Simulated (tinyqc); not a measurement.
Inside a calculation. Method: CIS on RHF in the sto-6g basis, for OH-, spin multiplicity 1. The basis has no diffuse functions, so it cannot describe the extra electron: this is an exercise in the method, not the real anion. One step of it, computed by the program tinyqc.

Question. Iteration 1: building the Fock matrix. J_ij = sum D_kl (ij|kl), K_ij = sum D_kl (ik|jl); F = H + J - 0.5 K; E = tr D H + tr D J / 2 - 0.25 tr D K + E_nn.

D at the start:
```
            1O 1s      1O 2s    1O 2px    1O 2py     1O 2pz      2H 1s
1O 1s    2.381150  -0.542765  0.000000  0.000000   0.013119  -0.017142
1O 2s   -0.542765   2.354092  0.000000  0.000000  -0.074329   0.065638
1O 2px   0.000000   0.000000  1.455364  0.000000   0.000000   0.000000
1O 2py   0.000000   0.000000  0.000000  1.455364   0.000000   0.000000
1O 2pz   0.013119  -0.074329  0.000000  0.000000   1.348728   0.140518
2H 1s   -0.017142   0.065638  0.000000  0.000000   0.140518   1.108857
```

core Hamiltonian H = T + V (hartree):
```
             1O 1s      1O 2s     1O 2px     1O 2py     1O 2pz      2H 1s
1O 1s   -32.417494  -7.159729   0.000000   0.000000  -0.012712  -1.279869
1O 2s    -7.159729  -8.641192   0.000000   0.000000  -0.146586  -2.809883
1O 2px    0.000000   0.000000  -6.921153   0.000000   0.000000   0.000000
1O 2py    0.000000   0.000000   0.000000  -6.921153   0.000000   0.000000
1O 2pz   -0.012712  -0.146586   0.000000   0.000000  -7.013992  -2.069737
2H 1s    -1.279869  -2.809883   0.000000   0.000000  -2.069737  -4.277769
```

Two-electron integrals (ij|kl) in chemists' order, unique and non-zero (hartree):
```
(11|11) 4.787491   (21|11) 0.675884   (21|21) 0.121505   (22|11) 1.117379
(22|21) 0.249212   (22|22) 0.817383   (31|31) 0.025762   (32|31) 0.039145
(32|32) 0.180664   (33|11) 1.117381   (33|21) 0.249212   (33|22) 0.817382
(33|33) 0.880663   (41|41) 0.025762   (42|41) 0.039145   (42|42) 0.180664
(43|43) 0.047461   (44|11) 1.117381   (44|21) 0.249212   (44|22) 0.817382
(44|33) 0.785741   (44|44) 0.880663   (51|51) 0.025762   (52|51) 0.039145
(52|52) 0.180664   (53|53) 0.047461   (54|54) 0.047461   (55|11) 1.117381
(55|21) 0.249212   (55|22) 0.817382   (55|33) 0.785741   (55|44) 0.785741
(55|55) 0.880663   (61|11) 0.127778   (61|21) 0.022025   (61|22) 0.044210
(61|33) 0.044115   (61|44) 0.044115   (61|51) 0.001080   (61|52) 0.002113
(61|55) 0.044399   (61|61) 0.004069   (62|11) 0.320735   (62|21) 0.072585
(62|22) 0.264869   (62|33) 0.260402   (62|44) 0.260402   (62|51) 0.005827
(62|52) 0.043621   (62|55) 0.273803   (62|61) 0.013239   (62|62) 0.108350
(63|31) 0.007930   (63|32) 0.045084   (63|53) 0.008929   (63|63) 0.015031
(64|41) 0.007930   (64|42) 0.045084   (64|54) 0.008929   (64|64) 0.015031
(65|11) 0.236448   (65|21) 0.054253   (65|22) 0.211124   (65|33) 0.201720
(65|44) 0.201720   (65|51) 0.011705   (65|52) 0.077618   (65|55) 0.229932
(65|61) 0.010330   (65|62) 0.104984   (65|65) 0.115566   (66|11) 0.475435
(66|21) 0.109597   (66|22) 0.458422   (66|33) 0.440463   (66|44) 0.440463
(66|51) 0.011033   (66|52) 0.114054   (66|55) 0.494339   (66|61) 0.020175
(66|62) 0.241635   (66|65) 0.267002   (66|66) 0.774999
```

nuclear repulsion = 3.89100890 hartree

Give: Coulomb J; exchange K; Fock matrix F; total energy of this density.

Answer.

Coulomb J (hartree):
```
          1O 1s   1O 2s  1O 2px  1O 2py  1O 2pz   2H 1s
1O 1s   18.6873  3.2712  0.0000  0.0000  0.0111  0.5993
1O 2s    3.2712  8.3968  0.0000  0.0000  0.1281  2.7406
1O 2px   0.0000  0.0000  8.3771  0.0000  0.0000  0.0000
1O 2py   0.0000  0.0000  0.0000  8.3771  0.0000  0.0000
1O 2pz   0.0111  0.1281  0.0000  0.0000  8.4364  2.2291
2H 1s    0.5993  2.7406  0.0000  0.0000  2.2291  4.9898
```

exchange K (hartree):
```
          1O 1s   1O 2s  1O 2px  1O 2py  1O 2pz   2H 1s
1O 1s   11.0651  1.7079  0.0000  0.0000  0.0125  0.3518
1O 2s    1.7079  2.8772  0.0000  0.0000  0.1111  1.1641
1O 2px   0.0000  0.0000  1.8837  0.0000  0.0000  0.0000
1O 2py   0.0000  0.0000  0.0000  1.8837  0.0000  0.0000
1O 2pz   0.0125  0.1111  0.0000  0.0000  1.9726  0.8074
2H 1s    0.3518  1.1641  0.0000  0.0000  0.8074  1.4001
```

Fock matrix F (hartree):
```
           1O 1s    1O 2s  1O 2px  1O 2py   1O 2pz    2H 1s
1O 1s   -19.2628  -4.7425  0.0000  0.0000  -0.0079  -0.8565
1O 2s    -4.7425  -1.6830  0.0000  0.0000  -0.0740  -0.6514
1O 2px    0.0000   0.0000  0.5140  0.0000   0.0000   0.0000
1O 2py    0.0000   0.0000  0.0000  0.5140   0.0000   0.0000
1O 2pz   -0.0079  -0.0740  0.0000  0.0000   0.4361  -0.2443
2H 1s    -0.8565  -0.6514  0.0000  0.0000  -0.2443   0.0120
```

total energy of this density = -79.955423 hartree

This density is the starting one; it is not idempotent, so its energy is not variational and may lie below the converged one.
